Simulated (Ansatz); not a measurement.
System: NaCl, net charge 1, doublet state. 
Coordinates optimised at B3LYP-D3(BJ)/def2-TZVP (Ansatz, an electronic-structure program):
```xyz
2

Na     0.0000     0.0000    -1.7076
Cl     0.0000     0.0000     1.1049
```
Charge +1, spin multiplicity 2.

Basis-set convergence of Hartree-Fock and MP2 correlation energies (hartree) with Ansatz. Valence correlation only, unless marked. Open shells are spin-unrestricted. No spin-orbit coupling. No relativistic terms.

| basis | functions | E(HF) | E(corr, MP2) |
|---|---|---|---|
| def2-SVP | 33 | -620.94555 | -0.11082 |
| def2-TZVPP | 74 | -621.15679 | -0.15885 |
| def2-QZVPP | 128 | -621.17677 | -0.17601 |

Extrapolating the two largest sets (X = 3 and 4) as X^-3: E(corr) = (64·(-0.17601) - 27·(-0.15885))/37 = -0.1885 Eh, an estimate of the basis-set limit. The largest set recovers 93.4 % of it, the smallest 58.8 %.
